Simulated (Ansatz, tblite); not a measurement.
Cost and result up the ladder for Al(CO)H3 (CH3AlO) (6 atoms). Total charge 0; singlet. Geometry: PBE0-D4/def2-TZVP.

```xyz
6

Al   -0.484    0.443   -0.511
C     0.767   -0.704    0.807
O     1.418   -1.298    1.496
H    -1.778    0.359    0.416
H    -0.347   -0.553   -1.748
H     0.424    1.752   -0.461
```

Ansatz on 4 threads of Arm Neoverse V2 on a shared host; xTB runs through tblite on one thread. Times are rough, summed over both states, and most runs start from the orbitals of an earlier one. CCSD(T)/def2-TZVPP serves as the yardstick here, not as an exact answer. The other state is a doublet.

The xTB rows come from tblite. Correlated methods freeze 7 core orbitals. HOMO above LUMO, or a gap near zero within one spin, warns that the state may not be the lowest or that an electron is smeared out.

Run but left out: PBE-D4/def2-TZVP (charge +1 doublet: an occupied level 0.24 eV above an empty one).

Correlated methods converge slowly with the basis.

Raw xTB energies of ions are shifted by several eV.

| level | functions | wall time |
| --- | --- | --- |
| GFN2-xTB | 20 | 0.005 s |
| GFN1-xTB | 23 | 0.014 s |
| r2SCAN-D4/def2-TZVP | 117 | 3 s |
| CCSD(T)/def2-TZVPP | 146 | 9.1 s |

**Question.** Estimate what each level gives for the vertical IE (eV).

**Answer.** 
| level | vertical IE (eV) | difference from CCSD(T)/def2-TZVPP (eV) | remarks |
| --- | --- | --- | --- |
| GFN2-xTB | 14.18 | 3.31 | – |
| GFN1-xTB | 15.50 | 4.63 | – |
| r2SCAN-D4/def2-TZVP | 10.53 | -0.33 | gap within one spin near zero (+1 doublet) |
| CCSD(T)/def2-TZVPP | 10.87 | 0.00 | – |
